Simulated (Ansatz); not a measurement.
**How close CCSD(T) comes to the exact answer in a basis**

Each species is computed at the geometry given (Å), with frozen cores, in Ansatz 0.2.0: RHF-CCSD(T) for singlets, UHF-CCSD(T) otherwise, and full CI in the same basis. The program picks the determinant by trial CCSD, so it needn't be the lowest Hartree–Fock solution. States: AlH4⁺ A', HAlC Σ⁻ or Δ, HSiAl A''. Cases whose determinant has another symmetry than full CI's state, or whose (Q) step broke down, weren't drawn.

**Question.** Judging by size, spin and bonding, rank them by the size of CCSD(T)'s error in total energy against full CI in the same basis, smallest first (an estimate).
A. HSiAl, triplet, 6-31G: Si 0.000 -0.036 1.165; Al 0.000 -0.012 -1.225; H 0.000 1.318 0.315
B. HAlC, triplet, 6-31G: Al 0.000 0.000 -0.325; C 0.000 0.000 -2.241; H 0.000 0.000 2.565
C. AlH4⁺, singlet, cc-pVDZ: Al 0.000 0.002 -0.119; H 0.000 -0.382 1.922; H 0.000 0.311 1.922; H 0.000 1.539 -0.335; H 0.000 -1.534 -0.335

**Answer.** C (8.8 meV), A (31.4 meV), B (83.5 meV).

```csv
species,basis,correlated electrons,CCSD(T) − full CI (meV),CCSDT(Q) − full CI (meV),unpaired electrons (full CI),T1,⟨S²⟩ of the determinant
"AlH4⁺, singlet",cc-pVDZ,6,8.8,0.2,0.03,0.009,0.00
"HSiAl, triplet",6-31G,8,31.4,0.6,2.09,0.040,2.05
"HAlC, triplet",6-31G,8,83.5,3.9,3.64,0.050,2.99
```

Unpaired electrons are Σ n²(2−n)² over natural occupations; an open shell counts its own unpaired electrons too. Frozen cores follow each run's orbitals, which moves totals by a few meV. No single determinant describes HAlC, triplet well, by full CI's occupations.
